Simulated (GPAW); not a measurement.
# WC/dzp (scalar-relativistic datasets, langevin dynamics) run of H3S+ (sulfonium)

Wanted: molecular dynamics of H3S+ (sulfonium). The job is set up through an ASE script.

The calculation is run with GPAW 26.7.0.

5 further runs of the same task are left out: 1 that didn't finish, 4 set aside as unsound or not needed.

## 1. The system as given

H3S+: 4 atoms, total charge +1, spin state singlet. SMILES: `[SH3+]`. The coordinates come from a GFN2-xTB relaxation. The run starts from this shape.

Bond lengths: S1–H2 1.356 Å, S1–H3 1.355 Å, S1–H4 1.355 Å. Angles: H2–S1–H3 93.7°, H2–S1–H4 93.7°, H3–S1–H4 93.7°.

## 2. Molecular dynamics at WC/dzp (scalar-relativistic datasets, langevin dynamics)

File mol.sdf:

```

     RDKit          3D

  4  3  0  0  0  0  0  0  0  0999 V2000
    0.3016   -0.1009   -0.4460 S   0  0  0  0  0  0  0  0  0  0  0  0
    0.8480    0.2809    0.7343 H   0  0  0  0  0  0  0  0  0  0  0  0
   -0.4941   -1.0379    0.1250 H   0  0  0  0  0  0  0  0  0  0  0  0
   -0.6555    0.8579   -0.4134 H   0  0  0  0  0  0  0  0  0  0  0  0
  2  1  1  0
  3  1  1  0
  4  1  1  0
M  CHG  1   1   1
M  END
$$$$
```

File mol.py:

```python
import numpy as np
from ase import units
from ase.io import read
from ase.md.langevin import Langevin
from ase.md.velocitydistribution import MaxwellBoltzmannDistribution, Stationary, ZeroRotation
from gpaw import GPAW, setup_paths
from gpaw.atom.configurations import parameters
from gpaw.atom.generator import Generator

atoms = read('mol.sdf')
atoms.set_cell([11.0, 11.0, 11.0])
atoms.center()

for symbol in ['H', 'S']:
    Generator(symbol, xcname='WC', scalarrel=True, nofiles=True, txt=None).run(**parameters[symbol])
setup_paths.insert(0, '.')

gpaw_calc = GPAW(mode='lcao',
                 basis='dzp',
                 maxiter=100,
                 symmetry='off',
                 h=0.16,
                 xc='WC',
                 poissonsolver={'name': 'fast'},
                 charge=1,
                 txt='mol.txt')
atoms.calc = gpaw_calc

rng = np.random.default_rng(924)
MaxwellBoltzmannDistribution(atoms, temperature_K=800, rng=rng)
Stationary(atoms)
ZeroRotation(atoms)
dyn = Langevin(atoms, timestep=1.0 * units.fs, temperature_K=800, friction=0.01 / units.fs, rng=rng, trajectory='md.traj', logfile='-')
dyn.run(20)
```

Started as:

```bash
python mol.py
```

Log:

```text
mol.py:30: DeprecationWarning: Use thermalize_momenta
  MaxwellBoltzmannDistribution(atoms, temperature_K=800, rng=rng)
FutureWarning: The implementation of `fixcm=True` in `Langevin` does not strictly sample the correct NVT distributions. The deviations are typically small for large systems but can be more pronounced for small systems. Use `fixcm=False` together with `ase.constraints.FixCom`. `fixcm` is deprecated since ASE 3.28.0 and will be removed in a future release.
  warnings.warn(msg, FutureWarning)
Time[ps]      Etot[eV]     Epot[eV]     Ekin[eV]    T[K]
0.0000          -5.8180      -6.0860       0.2680   518.4
0.0010          -5.6491      -6.0431       0.3940   762.1
0.0020          -5.7011      -5.9362       0.2351   454.7
0.0030          -5.6900      -5.8835       0.1935   374.2
0.0040          -5.7185      -5.8917       0.1731   334.9
0.0050          -5.7114      -5.9010       0.1896   366.7
0.0060          -5.6535      -5.8895       0.2360   456.4
0.0070          -5.5688      -5.8562       0.2874   555.9
0.0080          -5.6180      -5.8055       0.1875   362.6
0.0090          -5.6273      -5.7823       0.1550   299.7
0.0100          -5.6058      -5.8039       0.1981   383.1
0.0110          -5.6308      -5.8758       0.2450   473.9
0.0120          -5.5925      -5.9599       0.3674   710.6
0.0130          -5.4498      -6.0182       0.5684  1099.3
0.0140          -5.3706      -6.0247       0.6541  1265.2
0.0150          -5.2702      -5.9972       0.7270  1406.1
0.0160          -5.1190      -5.9478       0.8288  1603.0
0.0170          -5.1145      -5.8776       0.7631  1475.8
0.0180          -5.0649      -5.8020       0.7371  1425.6
0.0190          -4.9726      -5.7081       0.7355  1422.4
0.0200          -5.0402      -5.6074       0.5673  1097.1
```

mol.txt, cut to the lines that bear on the results:

```text
[...]
Converged in 7 steps
[...]
dipole moment: (5.399422, 5.425620, 5.335684)  # |e|*Ang
[...]
|iter     |     time |      energy | eigst |  dens |
[...]
|iter:   1| 00:04:10 |   -5.612754 |      c|       |
[...]
|iter:   7| 00:04:20 |   -5.607445c|      c| -4.09c|
Converged in 7 steps
[...]
Energy contributions relative to reference atoms: (reference = -10887.389883)
Energy contributions:
  Kinetic:          -4.474733
  Coulomb:           1.568229
  Zero:             -0.045965
  External:          0.000000
  Xc:               -2.654976
  Entropy:           0.000000
  Spinorbit:         0.000000
  ----------------------------
  Free energy:      -5.607445
  Extrapolated:     -5.607445
dipole moment: (5.387811, 5.411386, 5.333754)  # |e|*Ang
Fermi level: -13.147
Eigenvalues  # (at kpt = [0.000, 0.000, 0.000])
| band index |      eig [eV] | occ [0-2] |
|------------|---------------|-----------|
|          0 |       -27.406 |     2.000 |
|          1 |       -18.324 |     2.000 |
|          2 |       -17.634 |     2.000 |
|          3 |       -17.589 |     2.000 |
|          4 |        -8.706 |     0.000 |
|          5 |        -8.576 |     0.000 |
|          6 |        -7.104 |     0.000 |
Gap: 8.883 eV
Transition (v -> c):
[...]
Forces  # eV/Ang
|        x |        y |        z |
|----------|----------|----------|
| -2.61612 | -0.60066 |  3.34505 |  # S    0
|  0.83099 | -0.12955 | -1.10147 |  # H    1
|  1.00415 |  0.85332 | -0.78329 |  # H    2
|  0.79362 | -0.14362 | -1.46219 |  # H    3
Force computation time: 0.252  # s
timing:  # [seconds]
  Total:  261.023  # ━━━━━━━━━━━━━━━━━━━━━━━━━━━━━━━━━━━━━━━━━━━━━━━━━━━━━━━━
  Init:    12.883  # ━━━
  SCF:    207.166  # ━━━━━━━━━━━━━━━━━━━━━━━━━━━━━━━━━━━━━━━━━━━━╸
  Forces:   5.503  # ━
  Move:    35.268  # ━━━━━━━╸
```

Wall time 4.4 min (1 thread of AMD EPYC 7R43 (Zen 3), shared host); peak memory 0.79 GiB.

Step by step:

```
step  potential energy change (eV)  largest force (eV/Å)  temperature (K)
   0                        0.0000                1.3387              518
   1                        0.0429                2.2086              762
   2                        0.1498                3.5357              455
   3                        0.2025                3.8085              374
   4                        0.1943                3.1521              335
   5                        0.1850                2.1505              367
   6                        0.1965                1.2291              456
   7                        0.2298                1.2892              556
   8                        0.2806                1.6089              363
   9                        0.3037                1.8717              300
  10                        0.2821                1.7935              383
  11                        0.2102                1.5992              474
  12                        0.1261                1.1786              711
  13                        0.0678                1.1017             1099
  14                        0.0613                1.8391             1265
  15                        0.0888                2.2965             1406
  16                        0.1382                2.5219             1603
  17                        0.2084                3.0031             1476
  18                        0.2840                3.5534             1426
  19                        0.3779                4.0177             1422
  20                        0.4786                4.2888             1097
```
